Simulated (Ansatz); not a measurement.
The same calculation of CH7AlSi, SMILES [CH3][AlH][SiH3] as a Python script and as an input file (the Ansatz DFT code, driven from Python).

Script `energy.py`:
```python
'''Single point of CH7AlSi in a Gaussian basis.'''

import warnings

import ansatz

GEOMETRY = '''
C    -1.39350    0.91280   -0.74930
Al    0.42220    0.27050   -0.68900
Si    1.07340   -1.08490    1.10190
H    -1.85970    0.60170   -1.68890
H    -1.99980    0.58800    0.10770
H    -1.42930    2.08280   -0.76430
H     1.48660    0.64630   -1.84310
H     0.31450   -2.28250    1.14550
H     0.94880   -0.32660    2.41660
H     2.51980   -1.45940    0.96590
'''

warnings.simplefilter('ignore', ansatz.DeckWarning)

geometry = ansatz.Crystal.molecule()
for line in GEOMETRY.strip().splitlines():
    symbol, *xyz = line.split()
    geometry = geometry.atom(symbol, [float(v) for v in xyz])

base = geometry.calculation().basis(gaussian='cc-pVDZ').correlation('ccsd_t')
result = base.run(threads=1)
report = result.report

print('reference energy %16.6f eV' % report['reference_energy_ev'])
print('total energy     %16.6f eV' % report['free_energy_ev'])
print('occupied orbitals outside the frozen core (up, down):', report['n_occupied'], ' frozen:', report['n_frozen'], ' virtual:', report['n_virtual'])

parts = report['correlation']
for name in ('random_phase', 'coupled_cluster', 'perturbative'):
    if name in parts:
        print(f'{name:16s} {parts[name]["energy"]["hartree"]:12.7f} Ha')
if 'second_order' in parts:
    pair = parts['second_order']
    print(f'MP2 same spin {pair["same_spin"]["hartree"]:.7f} Ha, opposite spin {pair["opposite_spin"]["hartree"]:.7f} Ha')

field = report['mean_field']
print('<S^2> =', round(abs(field['state']['spin_squared']), 4), ' all-electron relativity setting:', field['relativity'])
print('passes:', field['passes'])
if 'symmetry' in field:
    print('occupied orbitals by irrep:', field['symmetry']['occupied'])
```

```console
$ python energy.py
reference energy    -15585.769548 eV
total energy        -15596.328026 eV
occupied orbitals outside the frozen core (up, down): [9, 9]  frozen: 11  virtual: [65, 65]
coupled_cluster    -0.3784810 Ha
perturbative       -0.0095359 Ha
MP2 same spin -0.0560927 Ha, opposite spin -0.2645501 Ha
<S^2> = 0.0  all-electron relativity setting: none
passes: {'evaluations': 18, 'products': 31}
occupied orbitals by irrep: [{'A': 20}, {'A': 20}]
```

`input.yaml`:
```yaml
crystal:
  periodic: [false, false, false]
  atoms:
    - { symbol: C, position_ang: [-1.3935, 0.9128, -0.7493] }
    - { symbol: Al, position_ang: [0.4222, 0.2705, -0.689] }
    - { symbol: Si, position_ang: [1.0734, -1.0849, 1.1019] }
    - { symbol: H, position_ang: [-1.8597, 0.6017, -1.6889] }
    - { symbol: H, position_ang: [-1.9998, 0.588, 0.1077] }
    - { symbol: H, position_ang: [-1.4293, 2.0828, -0.7643] }
    - { symbol: H, position_ang: [1.4866, 0.6463, -1.8431] }
    - { symbol: H, position_ang: [0.3145, -2.2825, 1.1455] }
    - { symbol: H, position_ang: [0.9488, -0.3266, 2.4166] }
    - { symbol: H, position_ang: [2.5198, -1.4594, 0.9659] }
basis:
  gaussian: { orbitals: cc-pVDZ }
correlation:
  method: ccsd_t
```

Launched from the shell:
```console
$ ansatz run input.yaml --threads 1 --pin off --max-ram 4096MiB --backend cpu --events-out ev --progress --plain --runs-dir out
Engine: ansatz 0.2.0, x86_64-unknown-linux-gnu
Functional definition: HF
  exchange = exact_x
  correlation = 0
795 factors; integrals over basis functions are off by at most 1.2e-3 eV
mean field evaluation 1: about -15583.7257 eV, gradient 2.4e1 eV
mean field evaluation 2: about -15583.7708 eV, gradient 2.4e1 eV
mean field evaluation 4: about -15585.7369 eV, gradient 2.4e0 eV
mean field evaluation 8: about -15585.7695 eV, gradient 4.0e-4 eV
mean field evaluation 16: about -15585.7684 eV, gradient 4.1e-1 eV
mean field -15585.76954812 eV, -572.7664664793 hartree, gradient 2.7e-6 eV, S^2 0.000000; 0 other end points of the search recorded, 0 dependent functions left out
11 core orbitals not correlated: weight in the atoms' cores, before any rotation towards them, 1.000 or more for the frozen orbitals, at most 0.000 for the correlated occupied ones
reference -15585.76954812 eV, -572.7664664793 hartree; 9, 9 occupied and 65, 65 virtual orbitals, 795 factors
second order -8.72513431 eV of doubles, -0.00000000 eV of singles
cycle   1  -9.86717855 eV  change    -1.1e0 eV  update   8.0e-2
cycle   2  -10.27723517 eV  change   -4.1e-1 eV  update   2.7e-2
cycle   3  -10.30225055 eV  change   -2.5e-2 eV  update   7.4e-3
cycle   4  -10.29982027 eV  change    2.4e-3 eV  update   2.6e-3
cycle   5  -10.29920399 eV  change    6.2e-4 eV  update   7.5e-4
cycle   6  -10.29901819 eV  change    1.9e-4 eV  update   2.3e-4
cycle   7  -10.29898227 eV  change    3.6e-5 eV  update   6.7e-5
cycle   8  -10.29899285 eV  change   -1.1e-5 eV  update   2.3e-5
cycle   9  -10.29899207 eV  change    7.8e-7 eV  update   7.7e-6
perturbative tasks: 0 of 660
perturbative tasks: 33 of 660
perturbative tasks: 66 of 660
perturbative tasks: 99 of 660
perturbative tasks: 132 of 660
perturbative tasks: 165 of 660
perturbative tasks: 198 of 660
perturbative tasks: 231 of 660
perturbative tasks: 264 of 660
perturbative tasks: 297 of 660
perturbative tasks: 330 of 660
perturbative tasks: 363 of 660
perturbative tasks: 396 of 660
perturbative tasks: 429 of 660
perturbative tasks: 462 of 660
perturbative tasks: 495 of 660
perturbative tasks: 528 of 660
perturbative tasks: 561 of 660
perturbative tasks: 594 of 660
perturbative tasks: 627 of 660
perturbative correction -0.25948586 eV, -0.0095359296 hartree
Total energy: -15596.32802605 eV, -573.1544833865 hartree
```

Total energies depend on the basis set; only differences at equal settings carry meaning. The geometry is a force-field or estimated start, not a minimum of this method, and the basis set is short of its limit. S² is that of the Hartree-Fock reference. It ran for 2.8 s on 1 thread of AMD EPYC 9R14 (Zen 4), on a shared host, peak memory 0.3 GiB.

(Lines on the test bed's own set-up are left out of the output.)
